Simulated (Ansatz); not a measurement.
# CHSSi− (SMILES [C-]#[Si]S): single points off equilibrium

Aim: energy, forces and dipole at a structure displaced at random from a GFN2-xTB minimum, from CCSD(T) and from density functionals.

Computed with Ansatz 0.2.0, Gaussian basis. Level: single points in def2-TZVPPD.

Correlated methods freeze the cores.

## Step 1: The starting structure

SMILES `[C-]#[Si]S`, 4 atoms, charge -1, spin multiplicity 1.

Atoms are counted from 1 here; the program's logs count them from 0.

Bond lengths: C1–Si2 1.740 Å, Si2–S3 2.353 Å, S3–H4 1.396 Å. Angles: C1–Si2–S3 176.8°, Si2–S3–H4 90.8°.

Geometry (Å):

```xyz
4

C    -2.07110    0.34500    1.29920
Si   -0.73390    0.24490    0.18970
S     1.06410   -0.01970   -1.30440
H     1.81940   -0.65080   -0.31500
```

## Step 2: CCSD(T)/def2-TZVPPD

The input, run/in.yaml:

```yaml
crystal:
  periodic: [false, false, false]
  atoms:
    - {symbol: C, position_ang: [-2.071100, 0.345000, 1.299200]}
    - {symbol: Si, position_ang: [-0.733900, 0.244900, 0.189700]}
    - {symbol: S, position_ang: [1.064100, -0.019700, -1.304400]}
    - {symbol: H, position_ang: [1.819400, -0.650800, -0.315000]}
basis:
  gaussian: {orbitals: "def2-TZVPPD.json"}
total_charge: -1
correlation: {method: ccsd_t}
output: {forces: true}
```

The basis file named in the input lies beside it (Basis Set Exchange, JSON).

The command line of these runs was not kept.

## Step 3: PBE0-D4/def2-TZVPPD

Changes to run/in.yaml since step 2:

```diff
@@ -10,3 +10,3 @@
 total_charge: -1
-correlation: {method: ccsd_t}
-output: {forces: true}
+hamiltonian: {xc: pbe0, dispersion: d4}
+output: {forces: true, orbitals: {seedname: orbitals}}
```

## Step 4: wB97M-V/def2-TZVPPD

Changes to run/in.yaml since step 3:

```diff
@@ -10,3 +10,3 @@
 total_charge: -1
-hamiltonian: {xc: pbe0, dispersion: d4}
-output: {forces: true, orbitals: {seedname: orbitals}}
+hamiltonian: {xc: {name: wB97M-V}}
+output: {forces: true}
```

## Step 5: r2SCAN-D4/def2-TZVPPD

Changes to run/in.yaml since step 4:

```diff
@@ -10,3 +10,3 @@
 total_charge: -1
-hamiltonian: {xc: {name: wB97M-V}}
+hamiltonian: {xc: r2scan, dispersion: d4}
 output: {forces: true}
```

## Step 6: PBE-D4/def2-TZVPPD

Changes to run/in.yaml since step 5:

```diff
@@ -10,3 +10,3 @@
 total_charge: -1
-hamiltonian: {xc: r2scan, dispersion: d4}
+hamiltonian: {xc: pbe, dispersion: d4}
 output: {forces: true}
```

## Step 7: SPW92/def2-TZVPPD

Changes to run/in.yaml since step 6:

```diff
@@ -10,3 +10,3 @@
 total_charge: -1
-hamiltonian: {xc: pbe, dispersion: d4}
+hamiltonian: {xc: lda}
 output: {forces: true}
```

## Step 8: revPBE-D4/def2-TZVPPD

Changes to run/in.yaml since step 7:

```diff
@@ -10,3 +10,3 @@
 total_charge: -1
-hamiltonian: {xc: lda}
+hamiltonian: {xc: {name: revPBE}, dispersion: d4}
 output: {forces: true}
```

(Steps that only read results are left out.)

Q: Predict the outcome of this session. Wanted: RMS force component; RMS force error; HOMO and LUMO, PBE0-D4; T1 diagnostic.

As calculated:

| quantity | value |
| --- | --- |
| RMS force component | 0.553 to 0.891 eV/Å over the methods |
| RMS force error | PBE0-D4 0.329, wB97M-V 0.409, r2SCAN-D4 0.269, PBE-D4 0.207, SPW92 0.342, revPBE-D4 0.176 eV/Å |
| HOMO and LUMO, PBE0-D4 | -0.70 and 2.17 eV |
| T1 diagnostic | 0.032 |

On forces the order runs from revPBE-D4 to wB97M-V. Frozen-core CCSD(T) forces in triple zeta carry basis errors of their own, and this is one geometry, so small gaps rank nothing. The T1 diagnostic is large here, over the usual mark for main-group molecules (transition-metal compounds often pass it harmlessly), so CCSD(T) itself may be off. The restricted Hartree–Fock reference is unstable towards an unrestricted one at one or more of these structures.
